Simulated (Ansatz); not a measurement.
**Si₂H₆ (SMILES [SiH3][SiH3]): a rigid scan of the bond length Si2–H6**

Aim: the energy along the bond length Si2–H6, from CCSD(T) and from cheaper methods, relative to the minimum. No other atom is relaxed.

The runs use Ansatz 0.2.0, Gaussian basis; single points in def2-TZVPP.

Levels: PBE-D4, r2SCAN-D4, PBE0-D4, B3LYP-D4, wB97M-V, Hartree-Fock, MP2, CCSD, CCSD(T). The scan takes 1.220, 1.283, 1.374, 1.482, 1.600, 1.729, 1.865, 2.008, 2.157 Å.

Cores are frozen in the correlated methods. B3LYP uses VWN-RPA correlation.

26 further runs of the same task are left out: 26 set aside as unsound or not needed.

## 1. Starting geometry

The minimum, relaxed at PBE0-D4: SMILES `[SiH3][SiH3]`, 8 atoms, charge 0, spin multiplicity 1.

Atoms are counted from 1 here; the program's logs count them from 0.

Bond lengths: Si1–Si2 2.339 Å, Si1–H3 1.488 Å, Si1–H4 1.488 Å, Si1–H5 1.488 Å, Si2–H6 1.488 Å, Si2–H7 1.488 Å, Si2–H8 1.488 Å. Angles: Si2–Si1–H3 110.3°, Si2–Si1–H4 110.3°, Si2–Si1–H5 110.3°, H3–Si1–H4 108.7°, H3–Si1–H5 108.7°, H4–Si1–H5 108.7°, Si1–Si2–H6 110.3°, Si1–Si2–H7 110.3°, Si1–Si2–H8 110.3°, H6–Si2–H7 108.7°, H6–Si2–H8 108.7°, H7–Si2–H8 108.7°.

Coordinates:

```
atom    x (Å)    y (Å)    z (Å)
 Si1  -0.3405   0.4902  -1.0049
 Si2   0.3635  -0.5044   0.9910
  H3   0.8339   0.9482  -1.7949
  H4  -1.1129  -0.4839  -1.8219
  H5  -1.2080   1.6641  -0.7179
  H6   1.1390   0.4686   1.8063
  H7   1.2281  -1.6805   0.7040
  H8  -0.8110  -0.9592   1.7826
```

Energies of the minimum (eV), from earlier single points: PBE-D4 -15844.60727, r2SCAN-D4 -15851.53406, PBE0-D4 -15846.36757, B3LYP-D4 -15854.75612, wB97M-V -15851.23987, CCSD(T) -15828.60056.

At the minimum the bond length Si2–H6 is 1.488 Å.

## 2. Si2–H6 = 1.220 Å

ccsdt-tzvpp/in.yaml reads:

```yaml
crystal:
  periodic: [false, false, false]
  atoms:
    - {symbol: Si, position_ang: [-0.340494, 0.490198, -1.004948]}
    - {symbol: Si, position_ang: [0.363520, -0.504446, 0.990999]}
    - {symbol: H, position_ang: [0.833867, 0.948192, -1.794945]}
    - {symbol: H, position_ang: [-1.112933, -0.483915, -1.821908]}
    - {symbol: H, position_ang: [-1.208011, 1.664091, -0.717949]}
    - {symbol: H, position_ang: [0.999513, 0.293548, 1.659668]}
    - {symbol: H, position_ang: [1.228114, -1.680486, 0.703963]}
    - {symbol: H, position_ang: [-0.810979, -0.959222, 1.782649]}
basis:
  gaussian: {orbitals: def2-TZVPP}
correlation: {method: ccsd_t}
```

No record of the launch command was kept for these runs.

The runs that follow: Si2–H6 = 1.283 Å; Si2–H6 = 1.374 Å; Si2–H6 = 1.482 Å; Si2–H6 = 1.600 Å; Si2–H6 = 1.729 Å; Si2–H6 = 1.865 Å; Si2–H6 = 2.008 Å; Si2–H6 = 2.157 Å.

What does the calculation give? Wanted: highest point, CCSD(T); lowest point, CCSD(T); minimum along the scan, CCSD(T); RMS deviation from CCSD(T); largest T1 diagnostic.

**Answer**, as computed:

```
                       quantity                                                                                                            value
         highest point, CCSD(T)                                                                                         39.4 kcal/mol at 2.157 Å
          lowest point, CCSD(T)                                                                                          0.0 kcal/mol at 1.482 Å
minimum along the scan, CCSD(T)                                                                                                          1.482 Å
                curvature there                                                                                                       17.9 eV/Å²
     RMS deviation from CCSD(T)  PBE-D4 2.0, r2SCAN-D4 0.4, PBE0-D4 0.4, B3LYP-D4 0.7, wB97M-V 0.9, Hartree-Fock 2.1, MP2 1.5, CCSD 0.3 kcal/mol
          largest T1 diagnostic                                                                                                            0.017
```

A polynomial through the near points puts the CCSD(T) minimum 0.006 Å below the PBE0-D4 value. The well is lopsided: squeezing costs more than stretching by the same length. Curvature against CCSD(T): PBE-D4 -8 %, Hartree-Fock +6 %. The curve of CCSD lies nearest to CCSD(T), that of Hartree-Fock farthest. The restricted Hartree–Fock reference is unstable towards an unrestricted one at one or more of these structures.
